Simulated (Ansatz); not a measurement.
Geometry optimisation, Ansatz 0.2.0, RKS PBE/6-31G*.

Input file:

```yaml
crystal:
  periodic: [false, false, false]
  atoms:
    - { symbol: B, position_ang: [-0.722775, -0.104789, 0.35728] }
    - { symbol: H, position_ang: [1.48293, 0.034759, 1.263157] }
    - { symbol: "N", position_ang: [2.029388, 0.019276, 0.378393] }
    - { symbol: H, position_ang: [1.781935, -0.843607, -0.115988] }
    - { symbol: H, position_ang: [1.726638, 0.813758, -0.192839] }
    - { symbol: Cl, position_ang: [-1.087114, 0.080603, -1.369603] }
basis:
  gaussian: { orbitals: "6-31G*" }
hamiltonian:
  xc: pbe
relax:
  f_tol: 0.03
  max_steps: 50
```

Run as:

```bash
$ ansatz run input.yaml --threads 1 --pin off --max-ram 2048MiB --backend cpu --events-out ev --progress --plain --runs-dir out
```

**Question.** Where does it end, and by what steps?

**Answer.** The forces met the threshold. After 6 steps the energy has fallen by 0.017 eV; H5 moved furthest, 0.15 Å.

```
step  energy less start (eV)  largest force component (eV/Å)  accepted
   0                  0.0000                           0.517       yes
   1                  0.0021                           0.355        no
   2                 -0.0116                           0.174       yes
   3                 -0.0133                           0.260       yes
   4                 -0.0143                           0.237       yes
   5                 -0.0159                           0.086       yes
   6                 -0.0167                           0.023       yes
```

```xyz
6
Properties=species:S:1:pos:R:3
B -0.830 -0.054 0.350
H 1.406 0.008 1.199
N 2.087 0.012 0.429
H 1.902 -0.825 -0.134
H 1.871 0.826 -0.157
Cl -1.226 0.033 -1.366
```

Whether the end is a true minimum wasn't checked by a vibrational analysis.

The run took 8.3 s on 1 thread of Arm Neoverse V2, with other jobs on the host, peak memory 0.12 GiB.
